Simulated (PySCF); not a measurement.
Dissociation curve of LiH, singlet.

Computed with CCSD(T) on UHF/cc-pVTZ (PySCF).

Question: Relative to R = 1.60 Å, what are the energies at R = 1.74, 1.99, 3.55, 4.75 Å?

Answer: 5.5 kJ/mol at 1.74 Å, 31.2 kJ/mol at 1.99 Å, 207.8 kJ/mol at 3.55 Å, 236.5 kJ/mol at 4.75 Å.

The unrestricted determinant behind UCCSD(T) is spin-contaminated at 2.42 to 6.33 Å (<S²> up to 1.0, against 0.00 for a pure singlet).
